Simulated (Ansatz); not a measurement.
Reaction (SMILES): ClCl (Cl2) → Cl2- (doublet, bonded as ClCl) (an electron is taken up)
B3LYP-D3(BJ)/def2-TZVP geometries, fixed; electronic energies without zero-point terms; positive where energy is released.
Largest species:
```xyz
2

Cl     0.0000     0.0000    -1.0068
Cl     0.0000     0.0000     1.0068
```
Charge 0, spin multiplicity 1.

Energies in hartree at B3LYP with Ansatz (a quantum-chemistry and plane-wave program); the adiabatic electron affinity is their sum with the coefficients shown, times 27.2114 eV a hartree. All functions are spherical. The program fits the integrals of some runs and decomposes those of others, by size. Open shells are unrestricted. No added dispersion term, no relativity.

| species | coefficient | part | aug-cc-pV(D+d)Z | aug-cc-pV(T+d)Z | aug-cc-pV(Q+d)Z |
|---|---|---|---|---|---|
| ClCl (Cl2) | +1 | B3LYP | -920.40743 | -920.43902 | -920.44616 |
| Cl2- (doublet, bonded as ClCl) | -1 | B3LYP | -920.51617 | -920.54168 | -920.54819 |

Predict the adiabatic electron affinity in aug-cc-pV(5+d)Z (X = 5): let each B3LYP step shrink by the ratio of the last two. Compare with the run.


- ClCl (Cl2): steps -0.03159 and -0.00714, ratio 0.226, so B3LYP -920.44777 (run: -920.45226).
- Cl2- (doublet, bonded as ClCl): steps -0.02551 and -0.00651, ratio 0.255, so B3LYP -920.54985 (run: -920.55398).
Predicted 2.778 eV; the run in aug-cc-pV(5+d)Z gives 2.768, a miss of 0.010. Keeping the value in aug-cc-pV(Q+d)Z, 2.776, would miss by 0.008. All sums are of the energies as printed.
